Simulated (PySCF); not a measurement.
Si2H6, optimised at PBE0/def2-TZVP:

```xyz
8

Si     0.0566     0.0010     0.0781
Si    -1.2868    -0.0992    -1.8352
H      0.1664    -1.3447     0.7029
H     -0.5299     0.9399     1.0720
H      1.4224     0.4741    -0.2741
H     -2.6524    -0.5729    -1.4831
H     -1.3970     1.2466    -2.4597
H     -0.7001    -1.0376    -2.8294
```

Energies from PySCF, thermal terms from the rigid-rotor harmonic-oscillator model, ideal gas at 1 bar. 6-31G* has spherical d functions here. All species are closed-shell singlets. B3LYP is the form with VWN-RPA correlation.

Question: List the harmonic frequencies (cm⁻¹, unscaled) at this level and at the other levels, each on its own geometry.

Answer: 
- PBE0/def2-TZVP: 134, 362, 362, 431, 625, 625, 836, 910, 931, 932, 946, 946, 2212, 2219, 2221, 2221, 2231, 2231
- B3LYP/6-31G*: 129, 380, 380, 432, 638, 638, 856, 930, 943, 943, 957, 957, 2229, 2238, 2240, 2240, 2250, 2250
- HF/6-31G*: 133, 417, 417, 463, 697, 697, 948, 1026, 1026, 1032, 1042, 1042, 2356, 2357, 2357, 2366, 2366, 2372
- PBE/def2-SVP: 129, 354, 354, 419, 603, 603, 800, 865, 897, 897, 910, 910, 2150, 2156, 2163, 2163, 2173, 2173
